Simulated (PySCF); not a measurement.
A species of formula [C3H5O3]- has this rotational fingerprint, computed with PBE0-D3(BJ)/def2-SVP geometry optimisation, gas phase (PySCF):

```
Rotational constants                         : A = 7685, B = 2547, C = 2113 MHz
Dipole components (about the centre of mass) : |μa| = 4.62 D, |μb| = 1.31 D, |μc| = 0.66 D
Inertial defect                              : -24.99 u·Å²
κ                                            : -0.84
```

**Question.** Which structure is it? (One computed conformer of each.)
A. `[CH3:1][O:2][CH2:3][C:4](=[O:5])[O-:6]` (charge -1) with C1–O2–C3–C4 64°, O2–C3–C4–O5 179° (methoxyacetate)
B. `[CH3:1][CH2:2][O:3][C:4](=[O:5])[O-:6]` (charge -1) with C1–C2–O3–C4 -80°, C2–O3–C4–O5 -2°

**Answer.** A. It is COCC(=O)[O-], an asymmetric top, point group C1. The candidates at the same level (rigid rotor, commonest isotopes):

| SMILES | A (MHz) | B (MHz) | C (MHz) | μa (D) | μb (D) | μc (D) | Δ (u·Å²) | point group | rotor |
| --- | --- | --- | --- | --- | --- | --- | --- | --- | --- |
| COCC(=O)[O-] | 7685 | 2547 | 2113 | 4.62 | 1.31 | 0.66 | -24.99 | C1 | asymmetric top |
| CCOC(=O)[O-] | 7829 | 2557 | 2233 | 4.90 | 0.54 | 0.39 | -35.89 | C1 | asymmetric top |

`CCOC(=O)[O-]` has C 6 % too high. No structure here is proved a minimum.
